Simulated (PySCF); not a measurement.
## Static response to an electric field

C₅H₁₁P.
Structure used (GFN2-xTB), in Å, numbered top down from 1:
```xyz
17
C5H11P angstrom
C     -1.4647   -1.3717   -0.6909
C     -1.1209   -0.4052    0.1487
C     -1.8084    0.9250    0.1858
P      0.1475   -0.6481    1.4516
C      1.4874    0.4766    0.8023
C      1.8594    0.2446   -0.6545
H     -2.2585   -1.2426   -1.4109
H     -0.9741   -2.3312   -0.6910
H     -2.6107    0.9717   -0.5475
H     -1.1005    1.7281   -0.0203
H     -2.2237    1.0990    1.1787
H      0.6810   -1.8145    0.8912
H      2.3564    0.3169    1.4474
H      1.1579    1.5076    0.9603
H      0.9987    0.3942   -1.3035
H      2.6461    0.9340   -0.9581
H      2.2201   -0.7723   -0.7992
```

Level: B3LYP/def2-SVPD (PySCF), static field, nuclei fixed, core orbitals frozen in the response. The polarisability tensor in these axes (au):

```
x   93.88  4.92  7.31
y    4.92 85.92  5.12
z    7.31  5.12 85.67
```

**Question.** Diagonalise the tensor; give its mean and Δα, where Δα² is half the sum of the squared differences of the eigenvalues.

**Answer.** Principal values 80.20, 84.03 and 101.24 au; mean 88.49 au = 13.11 Å³ = 14.59 × 10⁻⁴⁰ C²·m²/J; Δα = 19.41 au (22 % of the mean).

**Question.** What is the dipole moment, and where does it point?

**Answer.** (0.39, 0.69, -0.97) D, 1.25 D in size, pointing from the negative to the positive side. Measured along this direction, the outermost atoms are H12 and P4 at the negative end and H16 at the positive end.

**Question.** What molar refraction does this α imply?

**Answer.** Lorentz–Lorenz: R = (4π/3)N_A α = 2.5225 cm³/(mol·Å³) × 13.11 Å³ = 33.1 cm³/mol, in the limit of long wavelengths.

**Question.** Find the Langevin capture rate constant for NH4+ (18.034 u) meeting this molecule (102.060 u), k = 2.342 × 10⁻⁹ cm³/s × √(α in Å³ / reduced mass in u).

**Answer.** The reduced mass is 15.33 u, so k = 2.17 × 10⁻⁹ cm³/s. The formula leaves out the permanent dipole, which adds to the capture rate.

**Question.** Give the eigenvalues of the traceless quadrupole moment Θ = ½Σq(3rr − r²1), origin at the centre of nuclear charge.

**Answer.** -6.20, 2.19, 4.01 D·Å. The values depend on the origin, since the dipole doesn't vanish. The electronic extent ⟨r²⟩ about the same centre is 829 bohr², a root-mean-square distance of 2.04 Å for the 56 electrons.

**Question.** What depolarisation ratio follows for Rayleigh scattering of linearly polarised light, taking the static tensor?

**Answer.** ρ = 3Δα²/(45ᾱ² + 4Δα²) = 1130.1/(352375 + 1506.8) = 0.00319.

**Question.** What would n − 1 = 2πNα be for an ideal gas of these molecules at 500 K and 1 atm, electronic part alone?

**Answer.** N = p/kT = 1.4678 × 10¹⁹ cm⁻³, so n − 1 = 2π × N × 13.11 × 10⁻²⁴ cm³ = 1209 × 10⁻⁶ at long wavelengths, for an ideal gas.

One conformer (not necessarily the lowest) at the GFN2-xTB geometry, without solvent, vibrations or thermal averaging.
